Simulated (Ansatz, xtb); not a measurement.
CH3FOS: 6 structures ranked

6 gas-phase structures of CH3FOS, found in a search over its isomers (lower ones may exist). Each was relaxed with GFN2-xTB; where two conformers were screened, the lower at r2SCAN-D4/def2-SVP is listed:

A. `C[S@](=O)F`, a singlet
B. `FCOS`, a singlet
C. `OSCF`, a singlet
D. `COSF`, a singlet
E. `O[C@H](F)S`, a singlet
F. `OCSF`, a singlet

Problem. Estimate their order in r2SCAN-D4/def2-SVP energy at these geometries, lowest first.

Solution. Calculated order at r2SCAN-D4/def2-SVP: E (0.0), B (99.7), C (100.5), F (114.7), A (118.8), D (162.8) kJ/mol. Less than 1 kcal/mol parts B and C; F and A, so the order within those pairs means little.

Energies above the lowest of each column, in kJ/mol; the last columns are at PBE0-D3(BJ)/def2-SVP geometries and were run for some of them only (a dash: not run or not comparable):

```csv
structure,GFN2-xTB,HF/STO-3G,r2SCAN-D4/def2-SVP,PBE0-D3(BJ)/def2-SVP,CCSD(T)/def2-TZVP
E,30.7,0.0,0.0,0.0,0.0
B,66.7,42.1,99.7,99.5,81.0
C,80.0,47.0,100.5,97.0,68.8
F,72.2,71.6,114.7,–,–
A,0.0,486.8,118.8,–,–
D,60.5,101.4,162.8,–,–
```

CCSD(T)/def2-TZVP puts E lowest of those it was run on; GFN2-xTB picks A. CCSD(T)/def2-TZVP orders those it was run on as E (0.0), C (68.8), B (81.0) kJ/mol. Some further structures that were screened fall inside this span and aren't listed. Flexible structures stand in one conformer each, not always the lowest. Frequencies (PBE0-D3(BJ)/def2-SVP) were run for B, C, E alone.

Over these structures GFN2-xTB departs from r2SCAN-D4/def2-SVP by 41.9 kJ/mol on average once a common shift is removed. A GFN2-xTB relaxation took about 0.038 s and the r2SCAN-D4/def2-SVP energy about 1.4 s on a shared host (Ansatz 0.2.0, xtb 6.7.1).
